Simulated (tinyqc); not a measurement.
The integration grid: Kohn-Sham B3LYP on finer and finer grids in the sto-3g basis, for H2F+, spin multiplicity 1. Computed by the program tinyqc with PySCF. Self-consistent on each grid; the net force on the molecule should vanish.

Geometry (angstrom):

| atom | x | y | z |
|---|---|---|---|
| F | 0.0000 | 0.0000 | 0.0000 |
| H | 0.0000 | 0.9400 | 0.5400 |
| H | 0.0000 | -0.9690 | 0.5570 |

Kohn-Sham energy on Becke grids (radial x angular points per atom):

| grid | points | residual of the electron count | E (hartree) | E - finest (mhartree) | largest net force without grid terms (hartree/bohr) |
|---|---|---|---|---|---|
| 10 x 14 | 416 | -2.32e-02 | -99.06260 | 149.22256 | 9.58e-03 |
| 15 x 26 | 1167 | 7.92e-03 | -99.22561 | -13.78606 | 2.35e-02 |
| 20 x 50 | 2994 | -1.21e-03 | -99.20987 | 1.95488 | 7.59e-04 |
| 30 x 86 | 7735 | 1.60e-04 | -99.21182 | -0.00285 | 2.42e-04 |
| 50 x 194 | 29083 | -1.39e-05 | -99.21181 | 0.01420 | 2.14e-05 |
| 75 x 302 | 67897 | -8.34e-07 | -99.21182 | 0.00055 | 9.57e-06 |
| 120 x 590 | 212217 | 1.76e-08 | -99.21182 | 0.00000 | 3.66e-07 |

What does the comparison show, and why?

The energy is within 0.1 mhartree of the finest grid first at 30 x 86. The error has both signs, since quadrature is not variational. The electron count and the net force are cheap signs of a poor grid.
